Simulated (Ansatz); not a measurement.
## SnBi$_{3}$ (Fm-3m)

Theory: Ansatz 0.2.0, DFT PBEsol, scalar-relativistic, plane waves, PAW.

Settings: cutoff 420 eV, Γ-centred mesh 10×10×10 on the computed 4-atom cell, Gaussian smearing of 0.10 eV; no spin polarisation.

The structure is relaxed at this level of theory with its symmetry kept. Whether it is the stable form of this composition wasn't checked.

```yaml
crystal:
  lattice:
    - [0.00000, 3.87945, 3.87945]
    - [3.87945, 0.00000, 3.87945]
    - [3.87945, 3.87945, 0.00000]
  atoms:
    - { symbol: Sn, position: [0.00000, 0.00000, 0.00000] }
    - { symbol: Bi, position: [0.25000, 0.25000, 0.25000] }
    - { symbol: Bi, position: [0.75000, 0.75000, 0.75000] }
    - { symbol: Bi, position: [0.50000, 0.50000, 0.50000] }
```

Question: Formation energy from the elements' standard states (uncorrected)?

Answer: +0.075 eV/atom.

Question: Density of states at the Fermi level?

Answer: 2.49 states/eV per cell.

Question: Löwdin character within 0.5 eV of the Fermi level?

Answer: Bi 6p 70 %, Sn 5p 20 %.

Question: Bulk modulus?

Answer: 57 GPa.

Question: Its pressure derivative?

Answer: 4.8.

Question: Bader charges (e)?

Answer: Sn (1 in the cell) 0.06, Bi (2 in the cell) -0.04, Bi (1 in the cell) 0.02.

Spin-orbit coupling is left out, which matters for the bands of heavy elements.

Cost: 9 runs of about 3.4 core-minutes in all, on Arm Neoverse V1 (shared hosts).